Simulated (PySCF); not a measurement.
# Basis and Hamiltonian dependence of the ionisation energy of H

H 1s1 (2S) → H⁺ (bare nucleus). Calculated with PySCF 2.14 from differences of total energies of unrestricted determinants, without spin-orbit coupling. Values in eV.

```csv
basis,Hamiltonian,functions,UHF,r2SCAN,PBE0
aug-cc-pVDZ-DK,spin-free X2C,9,13.588,13.591,13.624
aug-cc-pVDZ,non-relativistic,9,13.588,13.591,13.623
ANO-RCC-VTZP,spin-free X2C,14,13.604,13.609,13.639
x2c-TZVPPall,spin-free X2C,14,13.601,13.604,13.634
"x2c-TZVPPall with one added diffuse shell each of s, p type",spin-free X2C,18,13.601,13.606,13.637
dyall-v3z,spin-free X2C,20,13.606,13.610,13.642
aug-cc-pVTZ-DK,spin-free X2C,23,13.601,13.606,13.637
dyall-av3z,spin-free X2C,29,13.606,13.611,13.642
x2c-QZVPPall,spin-free X2C,30,13.605,13.610,13.641
"aug-cc-pVTZ with one added diffuse shell each of s, p, d type",non-relativistic,32,13.601,13.606,13.637
"x2c-QZVPPall with one added diffuse shell each of s, p, d type",spin-free X2C,39,13.605,13.610,13.641
aug-cc-pVQZ,non-relativistic,46,13.604,13.609,13.640
"aug-cc-pVQZ with one added diffuse shell each of s, p, d, f type",non-relativistic,62,13.604,13.609,13.640
aug-cc-pV5Z,non-relativistic,80,13.606,13.610,13.642
```

Reference for a calculation without spin-orbit coupling: 13.598 (t) eV (theoretical estimate listed by NIST; NIST).
